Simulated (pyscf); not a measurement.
Elementary routes open to O=V(Cl)(Cl)–Cl (SMILES [O]=[V]([Cl])([Cl])[Cl]) + H₂ (SMILES [H][H]) in the gas phase (singlet surface):
A. O=VH(Cl)–Cl (SMILES [O]=[VH]([Cl])[Cl]) + HCl (SMILES Cl) (Cl–V, H–H broken; H–V, Cl–H formed)
B. HO–VH(Cl)(Cl)–Cl (SMILES [OH][VH]([Cl])([Cl])[Cl]) (H–H broken; H–O, H–V formed)

Optimised with ωB97X-D3(BJ)/def2-SVP in PySCF.

Problem. Rank the routes by free-energy barrier at 900 K, lowest first, for ωB97M-D3(BJ)/def2-TZVP energies (ideal gas, 1 atm, RRHO with modes under 100 cm⁻¹ raised to 100, one conformer, R ln 2 for chiral ones without a mode under 150 cm⁻¹).

Solution. A (59.2 kcal/mol), B (73.4 kcal/mol)

Route A is the fastest of these, ahead of the next by 14.2 kcal/mol. The most stable products are those of A (ΔG = +17.7 kcal/mol), so kinetics and thermodynamics agree. At 298 K A is still the fastest. A: On the product side the descent ends in an adduct with a Cl–V contact, 1.9 kcal/mol under the separated species and 7.3 kcal/mol under the saddle at ωB97X-D3(BJ)/def2-TZVP. Only these routes are compared; each barrier is that of the saddle found, and lower ones may exist.
